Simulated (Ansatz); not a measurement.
Input file:

```yaml
crystal:
  periodic: [false, false, false]
  atoms:
    - {symbol: Si, position_ang: [0.000000, 0.000000, 0.000000]}
    - {symbol: N, position_ang: [0.000000, 0.000000, 1.889128]}
basis:
  gaussian: {orbitals: 6-31G}
total_charge: 1
magnetization: {spin_polarized: false, initial_magnetization: 2}
correlation: {method: fci, electrons: outside_noble_gas}
```

```sh
$ ansatz run in.yaml --threads 1 --pin off --events-out ev --progress --plain --max-ram 2393MiB
```

The program prints:

```
457 factors; integrals over basis functions are off by at most 6.4e-8 eV
mean field evaluation 1: about -9320.2143 eV, gradient 4.5e1 eV
mean field evaluation 2: about -9320.2782 eV, gradient 4.4e1 eV
mean field evaluation 4: about -9329.0752 eV, gradient 5.2e0 eV
mean field evaluation 8: about -9330.0730 eV, gradient 1.0e0 eV
mean field evaluation 16: about -9330.1285 eV, gradient 9.0e-5 eV
mean field evaluation 32: about -9331.0944 eV, gradient 4.4e-6 eV
mean field evaluation 64: about -9326.4304 eV, gradient 6.2e0 eV
mean field evaluation 96: about -9326.2511 eV, gradient 1.1e0 eV
mean field evaluation 128: about -9330.1284 eV, gradient 6.1e-2 eV
mean field -9331.09442690 eV, -342.9113953455 hartree, gradient 3.1e-6 eV, S^2 2.000000; 6 other end points of the search recorded, 0 dependent functions left out
mean field evaluation 160: about -9331.2034 eV, gradient 1.4e-4 eV
determinant -9331.09442690 eV, -342.9113953455 hartree, with singles and doubles -9334.29653027 eV, -343.0290704742 hartree
determinant -9330.12848142 eV, -342.8758975039 hartree, with singles and doubles -9334.08834963 eV, -343.0214199765 hartree
determinant -9331.09442690 eV, -342.9113953455 hartree, with singles and doubles -9334.29691284 eV, -343.0290845333 hartree
determinant -9330.12848142 eV, -342.8758975039 hartree, with singles and doubles -9334.09832358 eV, -343.0217865124 hartree
unrestricted determinant -9331.20339427 eV, -342.9153998227 hartree, S^2 2.7778
6 core orbitals not correlated: weight in the atoms' cores, before any rotation towards them, 1.000 or more for the frozen orbitals, at most 0.000 for the correlated occupied ones
reference -9331.09442690 eV, -342.9113953455 hartree; 5, 3 occupied and 11, 13 virtual orbitals, 457 factors
state -9334.40752330 eV, -343.0331493927 hartree
Total energy: -9334.40752330 eV, -343.0331493927 hartree
```

Ran on 1 thread of Arm Neoverse V2, shared host: 6.5 s wall, 0.16 GiB peak host memory.
